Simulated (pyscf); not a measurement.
Optimised with ωB97X-D3(BJ)/def2-SVP in PySCF.

Problem. For the elementary gas-phase step HO–Ti(F)(F)–F + H₂ -> HO–TiH(F)–F + HF (singlet surface; F–Ti, H–H broken, H–Ti, F–H formed), what barrier and reaction energy does ωB97M-D3(BJ)/def2-TZVP give, measured from the separated reactants?

Solution. ΔE‡ = 41.5 kcal/mol, ΔE = +41.6 kcal/mol. Zero-point energy shifts the barrier by +2.9 kcal/mol. It is a four-centre exchange, with an imaginary mode of 628i cm⁻¹. On the product side the descent ends in an adduct with a F–Ti contact, 4.8 kcal/mol under the separated species and 3.1 kcal/mol under the saddle at ωB97X-D3(BJ)/def2-TZVP. What is counted as broken (F–Ti) persists as a longer contact in the product adduct; parting that adduct is a step of its own. One saddle was located; it need not be the lowest between these sides.
